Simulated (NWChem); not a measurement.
**CH8BP (SMILES C[BH2-][PH3+]): levels of theory compared**

Aim: a comparison of 4 runs (HF/STO-3G, HF/3-21G, B3LYP/6-31G*) of CH8BP. 

The results are computed with NWChem 7.3.0.

## Step 1: Starting point

CH8BP: 11 atoms, total charge 0, spin state singlet. As SMILES, `C[BH2-][PH3+]`. Geometry: relaxed at GFN2-xTB.

Bond lengths: C1–B2 1.631 Å, B2–P3 1.931 Å, C1–H4 1.091 Å, C1–H5 1.087 Å, C1–H6 1.091 Å, B2–H7 1.194 Å, B2–H8 1.194 Å, P3–H9 1.386 Å, P3–H10 1.386 Å, P3–H11 1.386 Å. Some angles: C1–B2–P3 104.2°, C1–B2–H7 114.7°, C1–B2–H8 114.7°, P3–B2–H7 104.5°, P3–B2–H8 104.6°, B2–C1–H4 112.6°, B2–C1–H5 110.6°, B2–C1–H6 112.6°, B2–P3–H9 118.9°, B2–P3–H10 118.7°.

## Step 2: Energy and gradient at HF/STO-3G (run 1)

File input.xyz:

```xyz
11
CH8BP hf
C     -0.733960     1.178280    -0.440480
B     -0.577930    -0.444180    -0.500890
P      0.934790    -0.817420     0.639200
H      0.150760     1.699310    -0.810240
H     -1.569360     1.506220    -1.054570
H     -0.924390     1.544830     0.569670
H     -0.261190    -0.875500    -1.568420
H     -1.482060    -1.050660    -0.010230
H      0.891570    -0.413560     1.964090
H      2.154560    -0.231360     0.341100
H      1.417220    -2.095950     0.870770
```

File run.py:

```python
from ase.io import read
from ase.calculators.nwchem import NWChem

atoms = read('input.xyz')

calc = NWChem(
    label='input',
    theory='scf',
    memory='2200 mb',
    basis='STO-3G',
    basispar='spherical bse',
    scf={'nopen': '0', 'rhf': None, 'thresh': '1e-08', 'maxiter': '80'},
)
atoms.calc = calc

forces = atoms.get_forces()
e = atoms.get_potential_energy()
print(f"E = {e:.6f} eV")
print("forces (eV/A):")
for s, f in zip(atoms.symbols, forces):
    print(f"{s:2s} {f[0]:10.5f} {f[1]:10.5f} {f[2]:10.5f}")
print("dipole (e A):", atoms.get_dipole_moment().round(4))
```

On the command line:

```
$ export ASE_NWCHEM_COMMAND="nwchem PREFIX.nwi > PREFIX.nwo"
$ python run.py
```

What it wrote:

```text
E = -10975.292471 eV
forces (eV/A):
C     0.01270   -0.31126   -0.02561
B    -1.65348   -0.05944   -1.29666
P     2.43766   -0.55027    1.83541
H    -0.20415   -0.07199    0.07991
H     0.09760   -0.09318    0.06474
H     0.03337   -0.03990   -0.22651
H    -0.25017    0.41672    0.96000
H     0.82373    0.56827   -0.40063
H    -0.38042   -0.00720   -0.39569
H    -0.47355   -0.02062   -0.27048
H    -0.44336    0.16892   -0.32442
dipole (e A): [ 0.851  -0.2634  0.6355]
```

The calculator wrote input.nwi:

```
title "input"

permanent_dir input

scratch_dir input

start input

geometry units angstrom nocenter noautosym noautoz
  C  -7.3395999999999995e-01 1.1782800000000000e+00 -4.4047999999999998e-01
  B  -5.7793000000000005e-01 -4.4418000000000002e-01 -5.0088999999999995e-01
  P  9.3479000000000001e-01 -8.1742000000000004e-01 6.3919999999999999e-01
  H  1.5076000000000001e-01 1.6993100000000001e+00 -8.1023999999999996e-01
  H  -1.5693600000000001e+00 1.5062199999999999e+00 -1.0545700000000000e+00
  H  -9.2439000000000004e-01 1.5448299999999999e+00 5.6967000000000001e-01
  H  -2.6118999999999998e-01 -8.7549999999999994e-01 -1.5684199999999999e+00
  H  -1.4820599999999999e+00 -1.0506599999999999e+00 -1.0230000000000000e-02
  H  8.9156999999999997e-01 -4.1355999999999998e-01 1.9640899999999999e+00
  H  2.1545600000000000e+00 -2.3136000000000001e-01 3.4110000000000001e-01
  H  1.4172199999999999e+00 -2.0959500000000002e+00 8.7077000000000004e-01
end

memory 2200 mb

basis spherical bse noprint
   * library STO-3G
end

scf
  nopen 0
  rhf
  thresh 1e-08
  maxiter 80
end

task scf gradient
```

input.nwo:

```text
Northwest Computational Chemistry Package (NWChem) 7.3.0
             --------------------------------------------------------

           Job information
           ---------------

    nwchem branch   = 7.3.0
    use scalapack   = T
    input           = input.nwi
    prefix          = input.
    data base       = input/input.db
    status          = startup
    nproc           =        1

           Memory information
           ------------------

[... 5 lines left out ...]
    hardfail = no
[... 141 lines left out ...]
         Quadratically convergent ROHF
[... 14 lines left out ...]
       Final RHF  results
[... 4 lines left out ...]
      Two-electron energy =    259.489867382150
[... 36 lines left out ...]
                       ROHF Final Molecular Orbital Analysis
[... 213 lines left out ...]
                 ----------------------------------------
                 |  Time  |  1-e(secs)   |  2-e(secs)   |
                 ----------------------------------------
                 |  CPU   |       0.00   |       0.31   |
                 ----------------------------------------
                 |  WALL  |       0.00   |       0.31   |
                 ----------------------------------------

 Task  times  cpu:        1.7s     wall:        1.7s
 Total times  cpu:        1.7s     wall:        1.7s
```

Wall time 3.6 s (1 thread of AMD EPYC 7R13 (Zen 3), shared host); peak memory 0.098 GiB.

## Step 3: Energy and forces at HF/3-21G (run 2)

File m1.xyz:

```xyz
11
CH8BP
C     -0.733960     1.178280    -0.440480
B     -0.577930    -0.444180    -0.500890
P      0.934790    -0.817420     0.639200
H      0.150760     1.699310    -0.810240
H     -1.569360     1.506220    -1.054570
H     -0.924390     1.544830     0.569670
H     -0.261190    -0.875500    -1.568420
H     -1.482060    -1.050660    -0.010230
H      0.891570    -0.413560     1.964090
H      2.154560    -0.231360     0.341100
H      1.417220    -2.095950     0.870770
```

File m1.nw:

```
start m1
title "CH8BP"
memory total 2200 mb

geometry units angstrom noautosym nocenter noautoz
load m1.xyz
end

basis spherical bse
* library 3-21G
end

scf
nopen 0
rhf
thresh 1e-08
maxiter 80
print medium
end

task scf gradient
```

On the command line:

```
$ nwchem m1.nw > m1.out
```

What it wrote:

```text
[...]
  functions       =    47
[...]
  wavefunction    = RHF
[...]
         Total SCF energy =   -405.774418900239
      One-electron energy =   -772.053192926522
      Two-electron energy =    258.244987045873
 Nuclear repulsion energy =    108.033786980410
        Time for solution =      1.4s
[...]
                         RHF ENERGY GRADIENTS
    atom               coordinates                        gradient
                 x          y          z           x          y          z
   1 C      -1.386983   2.226626  -0.832387   -0.000949  -0.005320  -0.001313
   2 B      -1.092129  -0.839378  -0.946545    0.024488  -0.012057   0.017674
   3 P       1.766497  -1.544700   1.207913   -0.029947   0.009516  -0.022268
   4 H       0.284895   3.211230  -1.531132    0.001020  -0.000084   0.000461
   5 H      -2.965660   2.846343  -1.992848    0.000098   0.002269   0.000343
   6 H      -1.746844   2.919305   1.076520    0.000716  -0.000103   0.000882
   7 H      -0.493578  -1.654455  -2.963884   -0.001815   0.002482   0.004847
   8 H      -2.800687  -1.985460  -0.019332    0.003864   0.003332  -0.002550
   9 H       1.684823  -0.781515   3.711592    0.007812  -0.005586  -0.009853
  10 H       4.071528  -0.437207   0.644586   -0.006950  -0.007719   0.009015
  11 H       2.678157  -3.960771   1.645517    0.001660   0.013269   0.002761
[...]
```

Run time: 2.9 s. Hardware: 1 thread of AMD EPYC 7R13 (Zen 3), shared host; peak memory 0.098 GiB.

Run 3 isn't shown in full; the table further down has it.

## Step 4: Energy and forces at B3LYP/6-31G(d) (spherical functions) (run 4)

File ch8bp.nw:

```
start ch8bp
memory total 2200 mb
charge 0

geometry noautosym nocenter noautoz
  C       -0.733960       1.178280      -0.440480
  B       -0.577930      -0.444180      -0.500890
  P        0.934790      -0.817420       0.639200
  H        0.150760       1.699310      -0.810240
  H       -1.569360       1.506220      -1.054570
  H       -0.924390       1.544830       0.569670
  H       -0.261190      -0.875500      -1.568420
  H       -1.482060      -1.050660      -0.010230
  H        0.891570      -0.413560       1.964090
  H        2.154560      -0.231360       0.341100
  H        1.417220      -2.095950       0.870770
end

basis spherical bse
  * library 6-31G*
end

dft
  xc b3lyp
  grid xfine
  convergence energy 1e-08
  iterations 100
  mulliken
end

task dft gradient
```

On the command line:

```
$ nwchem ch8bp.nw > ch8bp.out
```

What it wrote:

```text
[...]
          Wavefunction type:  closed shell.
          No. of atoms     :    11
          No. of electrons :    34
[...]
          Charge           :     0
          Spin multiplicity:     1
[...]
          AO basis - number of functions:    62
[...]
              XC Information
              --------------
                         B3LYP Method XC Potential
                     Hartree-Fock (Exact) Exchange  0.200
                        Slater Exchange Functional  0.800 local
                    Becke 1988 Exchange Functional  0.720 non-local
              Lee-Yang-Parr Correlation Functional  0.810
                  VWN I RPA Correlation Functional  0.190 local
[...]
 d= 0,ls=0.0,diis     1   -409.0430552691 -5.17D+02  1.60D-02  3.29D-01     3.4
[...]
 d= 0,ls=0.0,diis     8   -409.0981469000  7.91D-10  5.53D-06  1.30D-07    21.6
         Total DFT energy =     -409.098146899984
      One electron energy =     -775.313436132440
           Coulomb energy =      293.997839580677
    Exchange-Corr. energy =      -35.816337328630
 Nuclear repulsion energy =      108.033786980409
[...]
      Total Density - Mulliken Population Analysis
     ---------------------------------------------
    Atom       Charge   Shell Charges
 -----------   ------   -------------------------------------------------------
    1 C    6     6.54   2.00  0.67  2.12  0.66  1.07  0.03
    2 B    5     5.03   2.00  0.54  1.60  0.36  0.50  0.04
    3 P   15    14.87   2.00  2.00  5.97  1.22  2.52  0.37  0.65  0.14
    4 H    1     0.89   0.53  0.36
    5 H    1     0.85   0.52  0.33
    6 H    1     0.89   0.53  0.36
    7 H    1     1.05   0.52  0.53
    8 H    1     1.05   0.52  0.53
    9 H    1     0.95   0.52  0.42
   10 H    1     0.95   0.52  0.42
[...]
  wavefunction    = closed shell
[...]
```

It took 29 s on 1 thread of AMD EPYC 7R13 (Zen 3), shared host; peak memory 0.14 GiB.

## Step 5: All runs side by side

| run | level | Cartesian functions | iteration cap | energy (Eh) | dipole moment (D) | HOMO energy (eV) | LUMO energy (eV) | wall time |
| --- | --- | --- | --- | --- | --- | --- | --- | --- |
| 1 | HF/STO-3G | no | 80 | -403.334562 | 5.26 | -9.62 | 11.12 | 3.6 s |
| 2 | HF/3-21G | no | 80 | -405.774419 | 4.25 | -11.26 | 4.53 | 2.9 s |
| 3 | B3LYP/6-31G* (Cartesian functions) | yes | 100 | -409.101783 | – | – | – | 30 s |
| 4 | B3LYP/6-31G* (spherical functions) | no | 100 | -409.098147 | 3.73 | -7.75 | 0.68 | 29 s |

## Step 6: Summary of results

| quantity | value |
| --- | --- |
| run 4: total energy | -409.09815 Eh |
| run 4: dipole moment | 3.73 D |
| run 4: HOMO energy | -7.75 eV |
| run 4: LUMO energy | 0.68 eV |
| run 4: HOMO–LUMO gap | 8.43 eV |
| run 4: largest force on an atom | 0.798 eV/Å |

**Reading.** Over runs 1, 2, 4 the dipole moment (its size) runs from 3.73 D (B3LYP/6-31G*) to 5.26 D (HF/STO-3G). The two ends differ in method and basis. Over runs 1, 2, 4 the HOMO–LUMO gap runs from 8.43 eV (B3LYP/6-31G*) to 20.73 eV (HF/STO-3G). In run 1 the basis is minimal, so the values are rough. All runs together took 65 s, the longest 30 s.
